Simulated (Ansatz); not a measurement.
`CC(C)(F)S` + `CC=N` → `C/C=N/C` + `CC(F)S`  (substitution at a C–C bond)

Gas-phase electronic energies from Ansatz, PBE0-D4/def2-TZVP geometries. CCSD(T)/CBS adds triple-zeta CCSD(T) − MP2 to the extrapolated MP2 energy (def2 sets, frozen cores). Functionals use def2-TZVPP. B3LYP here is the variant with VWN-RPA as its local correlation; programs differ in this. Each species was taken in one conformer, which may not be the lowest.

`CC(C)(F)S`:

Cartesian coordinates in Å:
```
C -0.291 -1.265 0.303
C 0.499 -0.030 -0.053
C -0.129 1.251 0.439
F 1.750 -0.142 0.537
S 0.887 0.043 -1.851
H -1.272 -1.243 -0.175
H -0.432 -1.311 1.386
H 0.238 -2.158 -0.028
H -1.102 1.404 -0.030
H 0.511 2.100 0.201
H -0.270 1.197 1.522
H -0.389 0.154 -2.250
```

`CC=N`:

```xyz
8

C    -0.814    0.058    0.083
C     0.558   -0.255   -0.416
N     1.664    0.051    0.112
H    -1.379   -0.866    0.241
H    -0.783    0.619    1.019
H    -1.365    0.639   -0.663
H     0.601   -0.818   -1.354
H     1.516    0.572    0.979
```

`C/C=N/C`:

Cartesian coordinates in Å:
```
C -0.502 1.644 0.698
C 0.159 0.401 0.218
N -0.478 -0.534 -0.336
C 0.257 -1.694 -0.764
H -0.332 1.778 1.771
H -0.076 2.520 0.200
H -1.574 1.603 0.505
H 1.249 0.333 0.372
H 0.117 -1.834 -1.839
H 1.335 -1.637 -0.550
H -0.154 -2.582 -0.276
```

`CC(F)S`:

```xyz
9

C    -0.390   -0.722    0.447
C    -0.079    0.276   -0.637
F    -1.071    1.241   -0.646
S     1.550    1.029   -0.505
H     0.340   -1.532    0.438
H    -0.368   -0.238    1.425
H    -1.387   -1.138    0.289
H    -0.083   -0.193   -1.626
H     1.488    1.277    0.814
```

| level | ΔE (kcal/mol) | difference from CCSD(T)/CBS |
| --- | --- | --- |
| r2SCAN-D4 | 4.7 | -1.2 |
| PBE0-D4 | 4.1 | -1.8 |
| B3LYP-D4 | 3.8 | -2.1 |
| ωB97X-V | 4.8 | -1.1 |
| B2PLYP | 3.9 | -2.0 |
| PBE0 | 3.4 | -2.5 |
| MP2/def2-TZVPP | 5.6 | -0.3 |
| CCSD/def2-TZVPP | 5.4 | -0.5 |
| SCS-MP2/def2-QZVPP | 5.3 | -0.6 |
| HF/CBS(def2) | 3.8 | -2.1 |
| CCSD(T)/CBS | 5.9 | 0 |

Largest T1 diagnostic among the species: 0.012.

The D4 term adds +1.2 kcal/mol with B3LYP and +0.6 kcal/mol with PBE0; it sums over pairs of atoms, weighted by their polarisabilities, and B3LYP, whose exchange is more repulsive, gets the larger term. In def2-TZVPP, CCSD(T) changes the Hartree–Fock value by +1.7 kcal/mol (the triples alone add +0.2 kcal/mol) and MP2 by +1.7 kcal/mol.
